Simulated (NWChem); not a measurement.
A series in which one site is exchanged, each optimised at PBE0/def2-SVP with NWChem, gas phase unless a solvent is named. Some are not confirmed as minima by frequencies. def2 effective core potentials on Cd, Te; no spin-orbit coupling.

A: [TeH2] (H2Te; site = Te)
B: [CdH2] (CdH2; site = Cd)
C: [MgH2] (MgH2; site = Mg)
D: S (H2S; site = S)

Values for A:

```
Property                                               Result
-----------------------------------------------------  ------
dipole (D), PBE0/def2-SVP                                0.35
orbital gap (eV), PBE0/def2-SVP                          5.87
vertical ionisation energy, ΔSCF, B3LYP/def2-SVP (eV)    9.01
static polarisability, B3LYP/def2-SVPD (bohr³)           44.5
lowest singlet excitation, B3LYP/def2-SVPD, TDA (eV)     4.12
```

Q: How do these values change for the other members?

A: 
| change from A | B | C | D |
|---|---|---|---|
| dipole (D), PBE0/def2-SVP | -0.35 | -0.35 | +1.00 |
| orbital gap (eV), PBE0/def2-SVP | +1.19 | +0.81 | +2.53 |
| vertical ionisation energy, ΔSCF, B3LYP/def2-SVP (eV) | +1.28 | +0.65 | +1.30 |
| static polarisability, B3LYP/def2-SVPD (bohr³) | -9.7 | -10.6 | -19.6 |
| lowest singlet excitation, B3LYP/def2-SVPD, TDA (eV) | +1.47 | +1.04 | +1.86 |
